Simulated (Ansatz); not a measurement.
Species: C2H5O (charge 0, doublet). It need not be the lowest isomer of its formula. 
Structure (B3LYP-D3(BJ)/def2-TZVP (Ansatz, an electronic-structure program) minimum search):
```xyz
8

C     -0.0560     1.1737    -0.3437
O     -0.2494     0.1159     0.4755
C      0.1826    -1.1352    -0.0391
H      0.7035     1.1018    -1.1141
H     -0.3396     2.1210     0.0879
H      0.0061    -1.8765     0.7369
H     -0.3840    -1.3991    -0.9365
H      1.2500    -1.1055    -0.2808
```
Charge 0, spin multiplicity 2.

Property: atomisation energy (electronic, to ground-state atoms), in kcal/mol. Valence correlation only, unless marked. Open shells are spin-unrestricted. No spin-orbit coupling. No relativistic terms. The coupled-cluster limit lacks core correlation, which all-electron functionals hold. CBS marks a two-point X^-3 extrapolation of the correlation energy; Hartree-Fock from the larger set. [CCSD(T)-MP2]/basis is that difference in the basis named.

| level | program | atomisation energy (kcal/mol) |
|---|---|---|
| HF/STO-3G | Ansatz | 603.4 |

### Question
Estimate the value at RI-MP2/CBS(cc-pVTZ,cc-pVQZ)+[CCSD(T)-MP2]/cc-pVTZ as computed with Ansatz.

### Answer
694.5 kcal/mol, so HF/STO-3G differs from it by -91.1 kcal/mol.
